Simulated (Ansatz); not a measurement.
**SiH (quartet): wave-function methods side by side at distance Si1–H2 = 2.775 Å, cc-pVQZ**

An exercise on one series of results from a longer session: the logs are not shown, and one member is left open.

Method: cc-pVQZ, core rule «outside noble gas», up to 5 orbitals frozen; program: Ansatz 0.2.0, Gaussian basis.

The runs, in order: UHF; CCSD(T) on ROHF; CCSD(T) on UHF; BCCD(T) on ROHF; CCSDT(Q) on ROHF; CCSDT(Q) on UHF; CASSCF and MRCISD+Q, 5 electrons in 5 orbitals; CASSCF and NEVPT2, 5 electrons in 5 orbitals.

10 further runs of the same task are left out: 10 that didn't finish. Runs told in other sessions of the task aren't counted.

### The system

The geometry derives from a PBE0/def2-TZVP stationary point (not a proven minimum). One bond is set to the value named and the two fragments are kept rigid.

2 atoms, charge 0, spin multiplicity 4.

Atoms are counted from 1 here; the program's logs count them from 0.

No contacts short enough for the rule that draws bonds.

As a file:

```tsv
atom	x (Å)	y (Å)	z (Å)
Si1	0.00000	0.00000	0.00000
H2	0.00000	0.00000	2.77500
```

The first run:

The input, in.yaml:

```yaml
crystal:
  periodic: [false, false, false]
  atoms:
    - {symbol: Si, position_ang: [0.000000, 0.000000, 0.000000]}
    - {symbol: H, position_ang: [0.000000, 0.000000, 2.775000]}
basis:
  gaussian: {orbitals: cc-pVQZ}
magnetization: {spin_polarized: true, initial_magnetization: 3}
hamiltonian: {xc: hf}
output: {orbitals: {seedname: orbitals}}
```

On the command line:

```sh
> ansatz run in.yaml --threads 1 --pin off --events-out ev --progress --plain --max-ram 4096MiB --backend cpu
```

Among the steps run: UHF; CCSD(T) on ROHF; CCSD(T) on UHF; BCCD(T) on ROHF; CCSDT(Q) on ROHF; CCSDT(Q) on UHF; CASSCF and MRCISD+Q, 5 electrons in 5 orbitals; CASSCF and NEVPT2, 5 electrons in 5 orbitals.

One of the session's tables, all rows but one given; the rest of the session is left out.

| method | from UCCSDT(Q) (kJ/mol) |
| --- | --- |
| ROHF | +227.6 |
| UHF | +216.4 |
| RMP2 | +54.0 |
| UMP2 | +54.7 |
| RCCSD | +10.7 |
| UCCSD | +10.2 |
| RCCSD(T) | +2.3 |
| UCCSD(T) | +2.2 |
| BCCD(T) | +2.3 |
| RCCSDT | +0.3 |
| UCCSDT | +0.2 |
| RCCSDT(Q) | +0.1 |
| UCCSDT(Q) | 0 |
| CASSCF valence | +191.2 |
| NEVPT2 valence | +53.5 |
| MRCISD valence | ? |
| MRCISD+Q valence | +2.7 |

Estimate the missing values for MRCISD valence.

As computed: from UCCSDT(Q) (kJ/mol): +13.4. In the column «from UCCSDT(Q) (kJ/mol)» it lies between RCCSD (+10.7) and NEVPT2 valence (+53.5).

Limits of these values: Restricted and unrestricted rows rest on different reference determinants; a gap between their highest levels can come from leftover correlation error, from unlike frozen cores or from another state.
